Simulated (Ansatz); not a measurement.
Trigonal Te was calculated with G0W0@HSE06 (hard PAW, contour deformation, complete-basis limit; Ansatz, a first-principles code).

Numerical settings: largest k mesh 6×6×4 (not extrapolated in the mesh).

Cell (measured lattice):

```
Te
1.0
    4.45110     0.00000     0.00000
   -2.22555     3.85477     0.00000
    0.00000     0.00000     5.92620
Te
3
Direct
  0.00000   0.27446   0.66667
  0.72554   0.72554   0.00000
  0.27446   0.00000   0.33333
```

Q: Predict the band gap.

A: 
band gap: 0.60 eV

Measured, for comparison: band gap 0.33 eV (temperature not stated, not corrected to a static lattice, compiled measured gap; kind and temperature not stated; as tabulated in Kothakonda et al. (2022), arXiv:2208.02841).

Note: GW on a hybrid start was not checked against another program; cell and atoms aren't relaxed at this level; the gap holds a correction of +0.02 eV to the complete basis.

Spin–orbit coupling is not included; with these elements it can move the gap by several tenths of an eV or more.

Computed values are for the static lattice.
